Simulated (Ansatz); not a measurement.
**SiH3F: how energies converge with the basis set**

An exercise on one series of results from a longer session: the logs are not shown, and one member is left open.

Method: one geometry, several basis sets; program: Ansatz 0.2.0, Gaussian basis.

The runs, in order: PBE0-D4/def2-SVP; ωB97M-V/def2-SVP; PBE0-D4/def2-QZVPP; ωB97M-V/def2-QZVPP; CCSD(T)/cc-pV(D+d)Z; CCSD(T)/cc-pV(T+d)Z; CCSD(T)/cc-pV(Q+d)Z; the functionals' def2-TZVPP values are taken from earlier runs.

## The geometry

An earlier PBE0-D4 in a triple-zeta def2 set relaxation fixed the geometry.

5 atoms, charge 0, spin multiplicity 1.

Atoms are counted from 1 here; the program's logs count them from 0.

Bond lengths: F1–Si2 1.600 Å, Si2–H3 1.482 Å, Si2–H4 1.482 Å, Si2–H5 1.482 Å. Angles: F1–Si2–H3 108.3°, F1–Si2–H4 108.3°, F1–Si2–H5 108.3°, H3–Si2–H4 110.6°, H3–Si2–H5 110.6°, H4–Si2–H5 110.6°.

Geometry (Å):

```mol
FH3Si
  3D, bonds by distance, orders not assigned

  5  4  0  0  0  0  0  0  0  0999 V2000
   -1.2746    0.1628    0.8580 F   0  0
    0.0433   -0.0193   -0.0307 Si  0  0
   -0.3678   -0.1926   -1.4437 H   0  0
    0.7686   -1.2179    0.4516 H   0  0
    0.8805    1.1934    0.1234 H   0  0
  1  2  8  0
  2  3  8  0
  2  4  8  0
  2  5  8  0
M  END
```

The first run:

in.yaml reads:

```yaml
crystal:
  periodic: [false, false, false]
  atoms:
    - {symbol: F, position_ang: [-1.274606, 0.162766, 0.857980]}
    - {symbol: Si, position_ang: [0.043261, -0.019337, -0.030716]}
    - {symbol: H, position_ang: [-0.367778, -0.192599, -1.443692]}
    - {symbol: H, position_ang: [0.768631, -1.217941, 0.451627]}
    - {symbol: H, position_ang: [0.880492, 1.193412, 0.123402]}
basis:
  gaussian: {orbitals: def2-SVP}
hamiltonian: {xc: pbe0, dispersion: d4}
output: {orbitals: {seedname: orbitals}}
```

Steps of the session up to this table: PBE0-D4 in def2-SVP; ωB97M-V in def2-SVP; PBE0-D4 in def2-QZVPP; ωB97M-V in def2-QZVPP.

One table of the session follows, with a row left open; its other results are not shown here.

It belongs to the step «Density functionals: the series». 

| functional | basis | HOMO (eV) | LUMO (eV) |
| --- | --- | --- | --- |
| PBE0-D4 | def2-SVP | ? | ? |
| PBE0-D4 | def2-TZVPP | -9.77 | -0.13 |
| PBE0-D4 | def2-QZVPP | -9.79 | -0.32 |
| ωB97M-V | def2-SVP | -11.94 | 2.41 |
| ωB97M-V | def2-TZVPP | -12.06 | 1.59 |
| ωB97M-V | def2-QZVPP | -12.08 | 1.17 |

**Question.** Estimate the row for PBE0-D4, def2-SVP.

The run gave: HOMO (eV): -9.69; LUMO (eV): 0.43. In the column «HOMO (eV)» it is the highest.
